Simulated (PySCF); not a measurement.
Isomers of C4H4O and their computed core-level spectra.

The calculation used delta-SCF UKS SCAN, pcX-2 on the ionised atom, pcseg-1 elsewhere, spin-free X2C in PySCF 2.14.0. Geometries: PBE0-D3(BJ)/def2-SVP; isolated species, one conformer each.

Line lists (1s up to Mg, 2p3/2 beyond; areas count atoms within a level, one atom standing for each set equivalent by bonding):
1. C 1s: 291.02 (area 1), 291.31 (area 1), 291.49 (area 1), 293.50 (area 1) eV; O 1s: 537.84 eV
2. C 1s: 290.73 (area 1), 291.31 (area 1), 292.21 (area 1), 293.92 (area 1) eV; O 1s: 537.75 eV
3. C 1s: 290.69 (area 1), 291.20 (area 1), 292.21 (area 1), 294.00 (area 1) eV; O 1s: 538.57 eV
4. C 1s: 291.56 (area 1), 291.83 (area 1), 291.99 (area 1), 293.53 (area 1) eV; O 1s: 537.22 eV
5. C 1s: 291.25 (area 1), 291.31 (area 1), 291.38 (area 1), 294.22 (area 1) eV; O 1s: 537.82 eV

Structures:
A. `C#CCC=O`
B. `C#CC(C)=O`
C. `Cc1cc1=O`
D. `CC#CC=O`
E. `O=C1C=CC1`

Question: Which list belongs to which compound?

Answer: 
- 1 = E: another candidate has the same counts of sites, so positions decide. C 1s: 291.02 alkene CH carbon, 291.31 sp3 carbon next to a carbonyl, 291.49 alkene CH carbon, 293.50 ketone carbonyl carbon; O 1s: 537.84 ketone oxygen.
- 2 = D: another candidate has the same counts of sites, so positions decide. C 1s: 290.73 alkyne carbon, 291.31 alkyne carbon, 292.21 propargylic carbon, 293.92 aldehyde carbon; O 1s: 537.75 aldehyde oxygen.
- 3 = A: another candidate has the same counts of sites, so positions decide. C 1s: 290.69 terminal alkyne carbon, 291.20 alkyne carbon, 292.21 sp3 carbon next to a carbonyl, 294.00 aldehyde carbon; O 1s: 538.57 aldehyde oxygen.
- 4 = C: another candidate has the same counts of sites, so positions decide. C 1s: 291.56 unsaturated ring CH carbon, 291.83 carbon bonded to C and 3 H, 291.99 unsaturated ring carbon, 293.53 ring carbonyl carbon; O 1s: 537.22 carbonyl oxygen.
- 5 = B: another candidate has the same counts of sites, so positions decide. C 1s: 291.25 terminal alkyne carbon, 291.31 alkyne carbon, 291.38 methyl carbon next to a carbonyl, 294.22 ketone carbonyl carbon; O 1s: 537.82 ketone oxygen.

6 of these hole states are spin-contaminated (⟨S²⟩ up to 0.89, against 0.75; counted from 0.85) and less certain.
